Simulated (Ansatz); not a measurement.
Geometry optimisation, Ansatz 0.2.0, RKS PBE-D4/def2-SVP.

input.yaml

```yaml
crystal:
  periodic: [false, false, false]
  atoms:
    - { symbol: C, position_ang: [-0.05218, 1.52942, -0.59859] }
    - { symbol: "N", position_ang: [-0.55151, 0.23431, -0.25321] }
    - { symbol: C, position_ang: [0.2028, -0.59435, 0.32471] }
    - { symbol: "N", position_ang: [-0.25812, -1.79984, 0.75855] }
    - { symbol: H, position_ang: [1.00685, 1.67297, -0.33829] }
    - { symbol: H, position_ang: [-0.65035, 2.28359, -0.08378] }
    - { symbol: H, position_ang: [-0.18071, 1.67701, -1.67227] }
    - { symbol: H, position_ang: [1.25763, -0.39826, 0.57734] }
    - { symbol: H, position_ang: [-1.23923, -1.89096, 0.95881] }
    - { symbol: H, position_ang: [0.36941, -2.30352, 1.36565] }
basis:
  gaussian: { orbitals: def2-SVP }
hamiltonian:
  xc: pbe
  dispersion: d4
relax:
  f_tol: 0.015
  max_steps: 40
```

Launched with:

```bash
$ ansatz run input.yaml --threads 1 --pin off --max-ram 2048MiB --backend cpu --events-out ev --progress --plain --runs-dir out
```

Question: Where does it end, and by what steps?

Answer: It converged. After 7 steps the energy has fallen by 0.129 eV; H9 moved furthest, 0.19 Å.

```
step  energy less start (eV)  largest force component (eV/Å)  accepted
   0                  0.0000                           0.910       yes
   1                 -0.0989                           0.543       yes
   2                 -0.1192                           0.275       yes
   3                 -0.1028                           0.535        no
   4                 -0.1100                           0.818        no
   5                 -0.1283                           0.087       yes
   6                 -0.1289                           0.045       yes
   7                 -0.1289                           0.005       yes
```

```xyz
10
Properties=species:S:1:pos:R:3
C -0.064 1.533 -0.592
N -0.612 0.280 -0.143
C 0.183 -0.575 0.383
N -0.214 -1.835 0.766
H 1.033 1.655 -0.397
H -0.590 2.384 -0.106
H -0.224 1.662 -1.686
H 1.278 -0.387 0.535
H -1.224 -1.991 0.801
H 0.337 -2.316 1.476
```

Whether the end is a true minimum wasn't checked by a vibrational analysis.

Run time: 34 s on 1 thread of Arm Neoverse N1 (shared host), peak memory 0.25 GiB.
